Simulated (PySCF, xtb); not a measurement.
C2H2, SMILES C#C.

GFN2-xTB run with xtb at its own geometry gives an orbital gap of 7.29 eV and a dipole moment of 0.00 D.

Geometry optimised at ωB97X-D3(BJ)/def2-TZVPD.

### Question
What does PySCF with PBE0/def2-TZVPD give? (The exact figures need the calculation; the answer reports its results.)

### Answer
gap 9.17 eV (levels -8.45 and 0.73 eV), dipole 0.00 D.
